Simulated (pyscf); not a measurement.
Optimised with ωB97X-D3(BJ)/def2-SVP in PySCF.

**Question.** For HO–SnH₃ + H₂B–OH -> H₂B–O–SnH₃ + water (H₂O), a four-centre exchange (singlet surface; H–O, B–O broken, B–O, H–O formed), PBE/def2-TZVP gives ΔE‡ = 19.6 kJ/mol and ΔE = -1.8 kJ/mol (zero: the separated reactants). In which direction and how far do B3LYP-D3(BJ)/def2-TZVP, PBE0-D3(BJ)/def2-TZVP, ωB97M-D3(BJ)/def2-TZVP move these?

**Answer.** B3LYP-D3(BJ): ΔE‡ = 36.3 kJ/mol, ΔE = -5.9 kJ/mol; PBE0-D3(BJ): ΔE‡ = 18.8 kJ/mol, ΔE = -5.1 kJ/mol; ωB97M-D3(BJ): ΔE‡ = 32.4 kJ/mol, ΔE = -4.8 kJ/mol. PBE's barrier matches one of them and lies within 16.7 kJ/mol of the others. Its reaction energy lies over all of them, by 2.9 to 4.0 kJ/mol. On the reactant side the descent ends in an adduct with a B–O contact, 41.0 kJ/mol under the separated species and 69.8 kJ/mol under the saddle at ωB97X-D3(BJ)/def2-TZVP. On the product side the descent ends in a complex (not fully relaxed), 23.2 kJ/mol under the separated species and 60.4 kJ/mol under the saddle at ωB97X-D3(BJ)/def2-TZVP. What is counted as formed (B–O) is already present as a longer contact in the reactant adduct; forming that adduct is a step of its own. One saddle was located; it need not be the lowest between these sides. Elements past Kr carry the def2 core potentials, without spin-orbit coupling.
